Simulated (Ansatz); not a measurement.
We consider bcc Mo, described by PBE-D3(BJ) (plane waves, PAW; Ansatz, a first-principles code).

Settings: plane-wave cutoff 520 eV, 24×24×24 k mesh, Fermi–Dirac smearing 0.05 eV, no spin polarisation, scalar-relativistic PAW data made under PBE.

The volume scan:

| V (Å³/atom) | E − E_lowest (meV/atom) | P (GPa) |
|---|---|---|
| 14.418 | 53.14 | 19.52 |
| 14.725 | 22.78 | 12.32 |
| 15.032 | 5.51 | 5.84 |
| 15.339 | 0.00 | 0.01 |
| 15.645 | 5.08 | -5.23 |
| 15.952 | 19.70 | -9.95 |
| 16.259 | 42.89 | -14.20 |

Question: Estimate the bulk modulus and its pressure derivative from these points.

Answer: V0 = 15.339 Å³/atom, B0 = 276 GPa, B′ = 4.3 (fit to the energies at full precision).

Measured, for comparison: bulk modulus 265 GPa (zero-point energy and finite temperature contributions removed, sources range from 265 to 278; as tabulated in doi:10.1021/acs.jctc.3c00612); equilibrium volume per atom 15.49 Å³/atom (static lattice: zero-point anharmonic expansion removed; as tabulated in Mejia-Rodriguez and Trickey (2018), arXiv:1807.09216). Computed less measured: bulk modulus +4.2 % (inside the range of the sources held), equilibrium volume per atom -1.0 %.

Computing time: about 40 core-seconds (a rough figure).
